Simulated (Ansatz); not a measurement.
Process, species as SMILES: OCl (OH-Cl) + H+ → [OH2+]Cl
B3LYP-D3(BJ)/def2-TZVP geometries, fixed; electronic energies without zero-point terms; positive where energy is released.
Largest species:
```xyz
4

O     -0.0211     1.0722    -0.0746
H     -0.9457     1.3908     0.0477
Cl     0.0314    -0.6722    -0.0032
H      0.5812     1.4595     0.6026
```
Charge +1, spin multiplicity 1.

Basis-set convergence of the proton affinity at MP2 with Ansatz (a program for electronic structure). Cartesian d functions, on some or all atoms, in 6-311+G**; all else is spherical. Cores are frozen. The proton sits at the site shown, which need not be the one that binds it best. No added dispersion term, no relativity. Functions are those of the species that has most. Reference: Hartree-Fock in aug-cc-pV(Q+d)Z plus the correlation part extrapolated as X^-3 from aug-cc-pV(T+d)Z and aug-cc-pV(Q+d)Z, 156.62 kcal/mol, itself unsure by roughly 0.27 kcal/mol (a third of the extrapolation step and of the last Hartree-Fock step). Deviations are taken from unrounded values.

| basis | functions | proton affinity (kcal/mol) | minus reference (kcal/mol) |
|---|---|---|---|
| STO-3G | 16 | 208.92 | 52.30 |
| 6-31G | 26 | 164.62 | 8.01 |
| pcseg-0 | 26 | 165.48 | 8.86 |
| def2-SVP | 42 | 166.38 | 9.76 |
| cc-pV(D+d)Z | 47 | 163.80 | 7.18 |
| 6-311+G** | 65 | 162.74 | 6.12 |
| 6-311++G(2d,2p) | 82 | 158.56 | 1.95 |
| jun-cc-pV(T+d)Z | 115 | 158.04 | 1.42 |
| aug-pcseg-2 | 142 | 158.35 | 1.73 |
| aug-cc-pV(T+d)Z | 147 | 157.61 | 0.99 |
| def2-QZVPPD | 211 | 157.67 | 1.05 |
| cc-pV(5+d)Z | 301 | 157.24 | 0.62 |
| pcseg-4 | 328 | 157.28 | 0.66 |
